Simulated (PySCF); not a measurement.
## Aluminium: a sound run and one with changed settings

Sound run: Al [Ne] 3s2 3p1, Al+ [Ne] 3s2. Calculation: PySCF 2.14, in x2c-TZVPall (5s5p2d1f, 37 functions); the spin-free X2C one-electron Hamiltonian (Gaussian nucleus). In the sound run the correlated levels freeze [Ne]. The sound run starts from symmetry-adapted Hartree-Fock orbitals and uses a fine grid where one is needed.

Changed run: the non-relativistic Hamiltonian (point nucleus). This setting is unsound on purpose.

```csv
species,method,sound run (hartree),changed run (hartree),converged
Al,UHF,-242.31006,-241.81717,yes
Al,M06-2X,-242.78700,-242.29307,yes
Al,M06-L,-242.78040,-242.28709,yes
Al,MP2,-242.34498,-241.85208,yes
Al,CCSD(T),-242.36145,-241.86860,yes
Al+,UHF,-242.10475,-241.61155,yes
Al+,M06-2X,-242.57605,-242.08180,yes
Al+,M06-L,-242.56705,-242.07334,yes
Al+,MP2,-242.13187,-241.63868,yes
Al+,CCSD(T),-242.14385,-241.65071,yes
```

Ionisation energy of Al:

| method | sound run (eV) | changed run (eV) |
| --- | --- | --- |
| UHF | 5.587 | 5.595 |
| M06-2X | 5.740 | 5.749 |
| M06-L | 5.805 | 5.816 |
| MP2 | 5.799 | 5.807 |
| SCS-MP2 | 5.784 | 5.792 |
| CCSD | 5.891 | 5.899 |
| CCSD(T) | 5.921 | 5.929 |

Most of the change in total energy is the relativistic energy itself. On top of that the contraction fixes the core shape for the Hamiltonian it was made with, so the changed run is not a good calculation with the other Hamiltonian either.

For comparison, NIST gives 5.986 eV between the lowest levels.
